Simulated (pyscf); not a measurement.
`[OH][Al]([OH])[OH]` + `[SH2]` → `[OH][Al]([OH])[SH]` + `[OH2]` (four-centre exchange; singlet surface; Al–O, H–S broken, Al–S, H–O formed). Structures and frequencies: ωB97X-D3(BJ)/def2-SVP in PySCF. Energies in kcal/mol from the separated reactants.

```tsv
level	barrier	reaction energy
ωB97X-D3(BJ)/def2-TZVP	-4.8	+3.7
PBE/def2-TZVP	-5.6	+5.0
r²SCAN/def2-TZVP	[?]	+6.1
B3LYP-D3(BJ)/def2-TZVP	-2.0	+6.8
ωB97M-D3(BJ)/def2-TZVP	-0.9	+6.6
HF/def2-TZVP	[?]	[?]
```

**Question.** Some entries are withheld; supply them.

**Answer.** 
- r²SCAN/def2-TZVP, barrier: -5.5
- HF/def2-TZVP, barrier: 14.3
- HF/def2-TZVP, reaction energy: +8.3

On the reactant side the descent ends in an adduct with a Al–S contact, 14.0 kcal/mol under the separated species and 9.2 kcal/mol under the saddle at ωB97X-D3(BJ)/def2-TZVP. On the product side the descent ends in an adduct with a Al–O contact, 24.0 kcal/mol under the separated species and 15.5 kcal/mol under the saddle at ωB97X-D3(BJ)/def2-TZVP. At ωB97X-D3(BJ)/def2-TZVP, PBE, r²SCAN, B3LYP-D3(BJ), ωB97M-D3(BJ) the saddle lies under the separated reactants, which points to a path from their complex (located at ωB97X-D3(BJ) alone). At ωB97X-D3(BJ)/def2-TZVP, PBE, r²SCAN, B3LYP-D3(BJ), ωB97M-D3(BJ) the saddle lies under the separated products, which points to a path from their complex (located at ωB97X-D3(BJ) alone), and parting the products costs more than the saddle. What is counted as formed (Al–S) is already present as a longer contact in the reactant adduct; forming that adduct is a step of its own. What is counted as broken (Al–O) persists as a longer contact in the product adduct; parting that adduct is a step of its own. This is the saddle that the search found; another between the same sides may lie lower.
